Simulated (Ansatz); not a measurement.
Wavefunction ladder for C3H6ClFO (`CC(O)(Cl)CF`)

Cartesian coordinates in Å:
```
C 0.860 0.454 1.029
C -0.342 0.046 0.218
O -1.113 1.156 -0.031
Cl -1.305 -1.174 1.195
C 0.054 -0.643 -1.075
F -1.065 -0.834 -1.858
H 0.528 0.907 1.962
H 1.441 1.190 0.468
H 1.485 -0.409 1.257
H -1.804 0.905 -0.656
H 0.521 -1.610 -0.883
H 0.739 0.011 -1.626
```

The species carries charge 0 and has multiplicity 1. Geometry: relaxed with PBE0-D4/def2-TZVP. It is one conformer, not always the lowest. Frozen core, restricted reference, Ansatz 0.2.0. CBS rows extrapolate triple and quadruple zeta; past MP2 they add the triple-zeta difference.

```tsv
basis	HF (Eh)	MP2 corr.
def2-SVP	-750.52519	-0.92670
def2-TZVPP	-751.03250	-1.19398
def2-QZVPP	-751.05833	-1.29085
```

(1) Estimate the CCSD correlation energy and the (T) correction in each basis where they were run (hartree).

Answers

(1) 
```json
{"basis": "def2-SVP", "CCSD corr.": "-0.97850", "(T)": "-0.02498"}
{"basis": "def2-TZVPP", "CCSD corr.": "-1.23664", "(T)": "-0.04785"}
{"basis": "CBS(def2)", "CCSD corr.": "-1.40527", "(T)": "as TZ"}
```
